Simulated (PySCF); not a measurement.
Species: C6H9 (charge +1).
SMILES: `CC1=CCC[CH+]1`

Computed geometry: GFN2-xTB, gas phase.

Masses are those of the commonest isotopes; rigid-rotor values at the optimised geometry. 

(1) Give the principal moments of inertia and the rotational constants in MHz.

(2) Classify the top.

(3) Is it planar, by Δ = Ic − Ia − Ib?

(4) Give the other two planar moments, Paa and Pbb, and the rms extents of the mass along the axes.

(5) List the rotational levels J(Ka,Kc) to J = 2 (K).

(6) Estimate the classical rotational partition function at 50 K, 200 K and 500 K.

Results:

(1) Ia = 65.24, Ib = 161.03, Ic = 217.17 u·Å²; 505379 MHz·u·Å²/I gives A = 7746, B = 3138, C = 2327 MHz.

(2) An asymmetric top; Ray's κ = -0.701.

(3) Not planar: Δ = Ic − Ia − Ib = -9.10 u·Å². For a rigid frame Δ = −2 Σ m c², so Σ m c² = 4.55 u·Å² lies off the ab plane, practically all of it from hydrogen. The atom farthest from that plane is 0.88 Å away.

(4) Paa = Σ m a² = (Ib + Ic − Ia)/2 = 156.48 and Pbb = Σ m b² = (Ia + Ic − Ib)/2 = 60.69 u·Å². With the mass M = 81.07 u, the rms extents √(P/M) along a, b and c are 1.39, 0.87, 0.24 Å.

(5) Above 0(0,0), as E/k:
J = 1: 1(0,1) 0.262, 1(1,1) 0.483, 1(1,0) 0.522
J = 2: 2(0,2) 0.782, 2(1,2) 0.969, 2(1,1) 1.086, 2(2,1) 1.749, 2(2,0) 1.754

(6) Point group Cs, symmetry number σ = 1; q = (√π/σ)·√((kT/h)³/(ABC)), k/h = 20836.6 MHz/K: 7920 at 50 K, 63400 at 200 K, 251000 at 500 K.

Whether it is a minimum is left open (no frequencies). These are rigid-rotor constants of the computed structure; measured ground-state constants (B0) also hold zero-point vibration.
